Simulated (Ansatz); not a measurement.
Rhombohedral A7 Sb, treated with RPBE in Ansatz (PAW).

Numerical settings: plane-wave cutoff 520 eV, 16×16×16 k mesh, Fermi–Dirac smearing 0.05 eV, scalar-relativistic PAW data made under PBE.

Computed at the level's own relaxed cell.

Estimate the equilibrium volume per atom, bulk modulus, equilibrium lattice constant a and lattice parameter c that the calculation returns.


- equilibrium volume per atom = 33.45 Å³/atom
- bulk modulus = 18.6 GPa
- equilibrium lattice constant a = 4.397 Å
- lattice parameter c = 11.972 Å

The run finds no gap.

Measured, for comparison: bulk modulus 39.5 GPa (copied from a table, unchecked, extrapolated to 0 K and zero-point effects removed; as tabulated in Lejaeghere et al. (2013), arXiv:1204.2733); lattice constant a 4.301 Å, lattice parameter c 11.232 Å (78 K, zero-point motion not removed; as tabulated in Schiferl, Barrett, J. Appl. Cryst. 2, 30 (1969), COD 9009654). Computed (rounded) less measured: bulk modulus not scored (unchecked), lattice constant a +2.2 %, lattice parameter c +6.6 %.

Note: for a layered or molecular solid the relaxed cell lies over 5 % above the published volume, where the minimum can be shallow; the cell comes from a level without a dispersion term, which matters for the spacing of layers, chains or molecules; the bulk modulus comes from volumes at which shape and atoms were relaxed.

Spin–orbit coupling is not included.

The computed numbers hold no vibrational or temperature effects.

Computing time: around 24 core-minutes (rough).

Ansatz is a first-principles code.
